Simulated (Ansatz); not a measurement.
```yaml
crystal:
  periodic: [false, false, false]
  atoms:
    - {symbol: Ti, position_ang: [-0.135799, -0.238631, -0.008631]}
    - {symbol: O, position_ang: [1.558210, -0.345537, 0.018190]}
    - {symbol: O, position_ang: [-1.092815, 1.163345, 0.011390]}
    - {symbol: H, position_ang: [-0.938292, -1.648797, -0.059636]}
basis:
  gaussian: {orbitals: def2-TZVP}
magnetization: {spin_polarized: true, initial_magnetization: 3}
hamiltonian: {xc: pbe0}
relax: {f_tol: 0.004, max_steps: 80}
```

```sh
$ ansatz run in.yaml --threads 1 --pin off --events-out ev --progress --plain --max-ram 2176MiB
```

Steps of the relaxation (energy above the last step; positions in Å, forces in eV/Å):

```
4
step 1, 572.8 meV
Ti   -0.136   -0.239   -0.009   -0.982   -1.726   -0.062
O     1.558   -0.346    0.018    3.363    0.190    0.064
O    -1.093    1.163    0.011   -1.554    2.989    0.051
H    -0.938   -1.649   -0.060   -0.827   -1.454   -0.053
```

```
4
step 2, 149.0 meV
Ti   -0.140   -0.246   -0.009   -0.958   -1.683   -0.061
O     1.611   -0.294    0.020    1.700    0.233    0.036
O    -1.076    1.235    0.014   -0.667    1.581    0.030
H    -1.004   -1.765   -0.064   -0.075   -0.131   -0.005
```

```
4
step 3, 94.8 meV
Ti   -0.210   -0.370   -0.013    1.030    1.810    0.065
O     1.656   -0.192    0.024   -0.928   -0.315   -0.024
O    -1.010    1.326    0.017    0.203   -0.959   -0.022
H    -1.044   -1.834   -0.066   -0.305   -0.536   -0.019
```

```
4
step 6, 0.0 meV
Ti   -0.173   -0.304   -0.011    0.000    0.000    0.000
O     1.649   -0.239    0.023    0.000    0.000    0.000
O    -1.047    1.296    0.016    0.000    0.000    0.000
H    -1.037   -1.823   -0.066    0.000    0.000    0.000
```

Close pairs at the end: Ti1–H4 1.748 Å, Ti1–O2 1.824 Å, Ti1–O3 1.824 Å.

A stationary point of unrestricted PBE0 after 6 steps, with ⟨S²⟩ = 3.765 against 3.75 for a pure state; no frequencies were run, so it isn't proven a minimum. 2.2 min on 1 thread of Arm Neoverse V1, shared host.
